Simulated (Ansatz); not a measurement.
Rock-salt CaO, treated with G0W0@PBE0 (hard PAW, contour deformation; Ansatz, a quantum-chemistry and plane-wave program).

The same calculation (at the measured cell, 13.919 Å³/atom) with different numerical settings; throughout: k mesh 2×2×2:

```csv
run,response cutoff (eV),empty bands,quasiparticle gap on the mesh (eV),quasiparticle gap at Γ (eV),rough time
1,100,116,6.050,6.746,20 core-s
2,150,213,6.193,6.935,30 core-s
3,200,328,6.295,7.036,70 core-s
4,250,459,6.361,7.090,90 core-s
5,300,603,6.414,7.127,100 core-s
6,400,929,6.467,7.162,4 core-min
7,500,1298,6.496,7.181,10 core-min
```

In the column quasiparticle gap on the mesh (eV) the first row differs from the last by -0.446 and the next to last by -0.029.

The last row is no converged limit: other settings stay fixed.

Note: GW on a hybrid start was not checked against another program.
